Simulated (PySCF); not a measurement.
**SH: from the state search to spectroscopic constants**

One table from this session's results is given with a row withheld; the runs are named, their logs left out.

Program: PySCF 2.14.0. Level of theory: H 6-311G(d,p), S 6-311G(d,p), no relativity. These are calculated values, not measurements.

Set-up of the first run:

A driver script around PySCF takes these settings:

```json
{"atoms": "H, S", "charge": "0", "basis": "H 6-311G(d,p), S 6-311G(d,p)", "Hamiltonian": "no relativity", "basis functions": "32", "electrons treated": "17", "masses in u": "1.0078, 31.9721", "levels": "PBE0, PBE, r²SCAN, revPBE, TPSSh, M06, CAM-B3LYP, HF, MP2, SCS-MP2, CCSD, CCSD(T)", "grid": "80 radial by 434 angular points", "occupations": "held fixed by the projection of orbital angular momentum", "dissociation limit": "H + S, each in its ground configuration", "starting distance in angstrom": "1.305", "values of 2S to try": "1, 3"}
```

Started as:

```console
> OMP_NUM_THREADS=1 python dia.py task.json out
```

Steps of the session up to this table: Input; First curve: PBE0; Higher solutions at PBE0; PBE (GGA); r²SCAN; revPBE (GGA); TPSSh; M06 (hybrid meta-GGA); CAM-B3LYP; UHF; Adding correlation.

One of the session's tables, all rows but one given; the rest of the session is left out.

| level | Re (Å) | ωe (cm⁻¹) | De (eV) |
| --- | --- | --- | --- |
| UHF | 1.335 | 2850 | 2.58 |
| UHF-MP2 | 1.338 | 2796 | 3.38 |
| UHF-SCS-MP2 | 1.340 | 2776 | 3.44 |
| UHF-CCSD | 1.343 | 2734 | 3.46 |
| UHF-CCSD(T) | 1.345 | 2716 | 3.49 |
| PBE | 1.363 | 2601 | 3.75 |
| revPBE | 1.363 | 2600 | 3.67 |
| r²SCAN | 1.351 | 2684 | 3.78 |
| TPSSh | 1.352 | 2672 | 3.80 |
| PBE0 | 1.350 | 2702 | 3.69 |
| M06 | ? | ? | ? |
| CAM-B3LYP | 1.348 | 2704 | 3.74 |

Estimate the missing values for M06.

As computed: Re (Å): 1.351; ωe (cm⁻¹): 2687; De (eV): 3.72.
